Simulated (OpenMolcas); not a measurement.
**singlet SiH2F+ at 6 levels**

Aim: a comparison of 6 runs (B2PLYP/STO-3G, PBE/STO-3G, PBE0/STO-3G, SVWN5/STO-3G, CISD/STO-3G, CCSD(T)/STO-3G) of singlet SiH2F+. 

The calculation is run with OpenMolcas 26.06.

## (1) Starting point

The species is SiH2F+ (4 atoms), meant as a singlet with charge +1. SMILES of the parent species: `F[SiH2]`. The shape is that of a GFN2-xTB optimisation. That shape belongs to the parent species and isn't relaxed for this state.

Bond lengths: F1–Si2 1.621 Å, Si2–H3 1.448 Å, Si2–H4 1.448 Å. Angles: F1–Si2–H3 104.7°, F1–Si2–H4 104.7°, H3–Si2–H4 120.2°.

## (2) A single-point energy at B2PLYP/STO-3G (run 1)

run.inp reads:

```
&GATEWAY
BasLib
$CurrDir
Coord
4
angstrom
F        1.205590       0.647540      -0.425510
Si      -0.122150      -0.264920      -0.246870
H       -1.219930       0.678520      -0.261640
H        0.136490      -1.061140       0.934020
Basis
STO-3G
Group
NoSym
&SEWARD
GridInput
Grid=UltraFine
End of Grid
&SCF
Charge
1
KSDFT
B2PLYP_SCF
Thresholds
1e-10 1e-07 1e-07 1e-05
PrOrbitals
1 1
&MBPT2
Frozen
6
```

The basis set STO-3G is read from a file made from the Basis Set Exchange's data (not shown).

Command:

```sh
export MOLCAS_MEM=1860
pymolcas run.inp > run.log
```

Standard output:

```text
--- Start Module: gateway ---
[...]
--- Stop Module: gateway /rc=_RC_ALL_IS_WELL_ ---
[...]
      Basis functions           16
[...]
--- Start Module: scf ---
[...]
       Convergence after  14 Iterations
[...]
::    Total KS-DFT energy                            -385.1637566837
[...]
      Total spin, S                                     0.0000000000
[...]
      Total electronic charge=   24.000000
      Total            charge=    1.000000
[...]
      Dipole Moment (debye):
      Origin of the operator (angstrom)=    0.3755    0.0920   -0.2922
                   X= -2.6873E+00               Y= -2.2619E+00               Z= -2.4254E-01           Total=  3.5209E+00
      Center of Charge (angstrom)
[...]
--- Stop Module: scf /rc=_RC_ALL_IS_WELL_ ---
[...]
--- Start Module: mbpt2 ---
[...]
 ###    WARNING: MP2 implementation intended for RHF references only         ###
 ###############################################################################
MBPT2 WARNING: Reference function according to RunFile:KS-DFT
I'll assume you know what you're doing and continue
WARNING!
Default frozen orbitals as non valence orbitals is overwritten by user input.
Default values:   3
[...]
       Reference weight ( Cref**2 )         =        0.90958
::    Total MBPT2 energy                             -385.2800286267
[...]
      Total MBPT2 calculations                           0.04      0.05
--- Stop Module: mbpt2 /rc=_RC_ALL_IS_WELL_ ---
[...]
```

Run time: 5.4 s. Hardware: 1 thread of AMD EPYC 7R43 (Zen 3), shared host; peak memory 0.37 GiB.

## (3) A single-point energy at PBE/STO-3G (run 2)

run.input reads:

```
* FH2Si Kohn-Sham DFT
>>> EXPORT MOLCAS_PRINT=2

&GATEWAY
 BASLIB = $CurrDir
 COORD
 4
 angstrom
 F        1.205590       0.647540      -0.425510
 Si      -0.122150      -0.264920      -0.246870
 H       -1.219930       0.678520      -0.261640
 H        0.136490      -1.061140       0.934020
 BASIS = STO-3G
 GROUP = NoSym

&SEWARD
 GRIDINPUT
 Grid=UltraFine
 End of Grid

&SCF
 CHARGE = 1
 KSDFT = PBE
 THRESHOLDS = 1e-10 1e-07 1e-07 1e-05
 PRORBITALS = 1 1
```

The basis set STO-3G is read from a file made from the Basis Set Exchange's data (not shown).

Command:

```sh
export MOLCAS_MEM=1860
pymolcas run.input > run.log
```

Standard output:

```text
--- Start Module: gateway ---
[...]
--- Stop Module: gateway /rc=_RC_ALL_IS_WELL_ ---
--- Start Module: seward ---
[...]
      Basis functions           16
--- Stop Module: seward /rc=_RC_ALL_IS_WELL_ ---
--- Start Module: scf ---
[...]
       Convergence after  17 Iterations
[...]
::    Total KS-DFT energy                            -385.1838934098
[...]
      Total spin, S                                     0.0000000000
[...]
      Total electronic charge=   24.000000
      Total            charge=    1.000000
[...]
      Dipole Moment (debye):
      Origin of the operator (angstrom)=    0.3755    0.0920   -0.2922
                   X= -2.1229E+00               Y= -1.7376E+00               Z= -1.1997E-01           Total=  2.7460E+00
      Center of Charge (angstrom)
[...]
--- Stop Module: scf /rc=_RC_ALL_IS_WELL_ ---
[...]
```

Wall time 5.7 s (1 thread of AMD EPYC 7R43 (Zen 3), shared host); peak memory 0.37 GiB.

Run 3 isn't shown in full; the table further down has it.

## (4) A single-point energy at SVWN5/STO-3G (run 4)

run.input reads:

```
* FH2Si Kohn-Sham DFT

&gateway
  baslib = $CurrDir
  coord
  4
  angstrom
  F        1.205590       0.647540      -0.425510
  Si      -0.122150      -0.264920      -0.246870
  H       -1.219930       0.678520      -0.261640
  H        0.136490      -1.061140       0.934020
  basis = STO-3G
  group = NoSym

&seward
  gridinput
  Grid=UltraFine
  End of Grid

&scf
  charge = 1
  ksdft = SVWN5
  thresholds = 1e-10 1e-07 1e-07 1e-05
  prorbitals = 1 1
```

The basis set STO-3G is read from a file made from the Basis Set Exchange's data (not shown).

Command:

```sh
export MOLCAS_MEM=1860
pymolcas run.input > run.log
```

Standard output:

```text
--- Start Module: gateway ---
[...]
--- Stop Module: gateway /rc=_RC_ALL_IS_WELL_ ---
--- Start Module: seward ---
[...]
      Basis functions           16
--- Stop Module: seward /rc=_RC_ALL_IS_WELL_ ---
--- Start Module: scf ---
[...]
       Convergence after  17 Iterations
[...]
::    Total KS-DFT energy                            -383.5862567443
[...]
      Total spin, S                                     0.0000000000
[...]
      Total electronic charge=   24.000000
      Total            charge=    1.000000
[...]
      Dipole Moment (debye):
      Origin of the operator (angstrom)=    0.3755    0.0920   -0.2922
                   X= -2.1514E+00               Y= -1.6954E+00               Z= -2.6258E-02           Total=  2.7393E+00
      Center of Charge (angstrom)
[...]
--- Stop Module: scf /rc=_RC_ALL_IS_WELL_ ---
[...]
```

Wall time 4.8 s (1 thread of AMD EPYC 7R43 (Zen 3), shared host); peak memory 0.36 GiB.

Run 5 isn't shown in full; the table further down has it.

## (5) A single-point energy at CCSD(T)/STO-3G (Cholesky decomposition) (run 6)

run.input reads:

```
* FH2Si CCSD(T)
>>> EXPORT MOLCAS_PRINT=2

&GATEWAY
  BasLib=$CurrDir
  Coord
  4
  angstrom
  F        1.205590       0.647540      -0.425510
  Si      -0.122150      -0.264920      -0.246870
  H       -1.219930       0.678520      -0.261640
  H        0.136490      -1.061140       0.934020
  Basis=STO-3G
  Group=NoSym

&SEWARD
  High

&SCF
  Charge=1
  Thresholds=1e-10 1e-07 1e-07 1e-05
  PrOrbitals=1 1

&CHCC
  Frozen=6
  Threshold=1e-08
  MaxIterations=80

&CHT3
  Frozen=6
```

The basis set STO-3G is read from a file made from the Basis Set Exchange's data (not shown).

Command:

```sh
export MOLCAS_MEM=1860
pymolcas run.input > run.log
```

Standard output:

```text
--- Start Module: gateway ---
[...]
--- Stop Module: gateway /rc=_RC_ALL_IS_WELL_ ---
[...]
      Basis functions           16
[...]
       Convergence after  17 Iterations
[...]
::    Total SCF energy                               -384.5311069619
[...]
      Total spin, S                                     0.0000000000
[...]
      Total electronic charge=   24.000000
      Total            charge=    1.000000
[...]
      Dipole Moment (debye):
      Origin of the operator (angstrom)=    0.3755    0.0920   -0.2922
                   X= -3.1394E+00               Y= -2.6957E+00               Z= -3.6071E-01           Total=  4.1536E+00
      Center of Charge (angstrom)
[...]
--- Start Module: chcc ---
[...]
--- Stop Module: chcc /rc=_RC_ALL_IS_WELL_ ---
--- Start Module: cht3 ---
[...]
--- Stop Module: cht3 /rc=_RC_ALL_IS_WELL_ ---
[...]
```

It took 2.9 s on 1 thread of AMD EPYC 7R43 (Zen 3), shared host; peak memory 0.086 GiB.

## (6) All runs side by side

| run | level | frozen core orbitals | integration grid | energy (Eh) | HOMO energy (eV) | LUMO energy (eV) | HOMO–LUMO gap (eV) | wall time |
| --- | --- | --- | --- | --- | --- | --- | --- | --- |
| 1 | B2PLYP/STO-3G | 6 | UltraFine | -385.195150 | -16.70 | -8.00 | 8.70 | 5.4 s |
| 2 | PBE/STO-3G | – | UltraFine | -385.183893 | -13.09 | -10.39 | 2.69 | 5.7 s |
| 3 | PBE0/STO-3G | – | UltraFine | -385.236078 | -14.98 | -9.44 | 5.54 | 5.1 s |
| 4 | SVWN5/STO-3G | – | UltraFine | -383.586257 | -13.01 | -10.38 | 2.63 | 4.8 s |
| 5 | CISD/STO-3G | 6 | – | -384.624418 | -19.32 | -5.46 | 13.87 | 2.6 s |
| 6 | CCSD(T)/STO-3G (Cholesky decomposition) | 6 | – | -384.634665 | -19.32 | -5.46 | 13.87 | 2.9 s |

## (7) Outcome

| quantity | value |
| --- | --- |
| run 6: total energy | -384.63466 Eh |
| run 6: HOMO energy (Hartree–Fock orbitals) | -19.32 eV |
| run 6: LUMO energy (Hartree–Fock orbitals) | -5.46 eV |
| run 6: HOMO–LUMO gap (Hartree–Fock orbitals) | 13.87 eV |
| run 6: correlation energy (6 core orbitals frozen) | -103.6 mEh |
| run 6: (T) correction | -8.63 mEh |

What this shows: Over runs 1, 2, 3, 4 the HOMO–LUMO gap runs from 2.63 eV (SVWN5/STO-3G) to 8.70 eV (B2PLYP/STO-3G). A double hybrid's value is that of its SCF part. For B2PLYP the log adds the whole second-order term; the table takes 0.27 of it, as the functional is defined. Totals of different functionals can't be ranked against each other. In runs 1, 2, 3, 4, 5, 6 the basis is minimal, so the values are rough. All runs together took 27 s, the longest 5.7 s.
